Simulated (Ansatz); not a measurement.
# AlFS: the cost of one run

Program: Ansatz 0.2.0, Gaussian basis. Level of theory: def2-QZVPP, core rule «outside noble gas», up to 11 orbitals frozen. These are calculated values, not measurements.

The runs, in order: UHF; ROHF; CCSD(T) on UHF.

2 further runs of the same task are left out: 2 set aside as unsound or not needed.

## 1. The system

The geometry is a PBE0/def2-TZVP stationary point (not a proven minimum) of the parent state, kept for this charge and spin.

3 atoms, charge 0, spin multiplicity 3.

Atoms are counted from 1 here; the program's logs count them from 0.

Bond lengths: F1–Al2 1.631 Å, Al2–S3 1.996 Å. Angles: F1–Al2–S3 180.0°.

## 2. UHF

The input, in.yaml:

```yaml
crystal:
  periodic: [false, false, false]
  atoms:
    - {symbol: F, position_ang: [0.000000, 0.000000, -1.752567]}
    - {symbol: Al, position_ang: [0.000000, 0.000000, -0.121767]}
    - {symbol: S, position_ang: [0.000000, 0.000000, 1.874333]}
basis:
  gaussian: {orbitals: "def2-QZVPP.json"}
magnetization: {spin_polarized: true, initial_magnetization: 2}
hamiltonian: {xc: hf}
output: {orbitals: {seedname: orbitals}}
```

On the command line:

```bash
$ ansatz run in.yaml --threads 1 --pin off --events-out ev --progress --plain --max-ram 2393MiB
```

What time and memory should one allow on 1 thread of Arm Neoverse V1, shared host?

About 19 s, with a peak of 0.57 GiB.
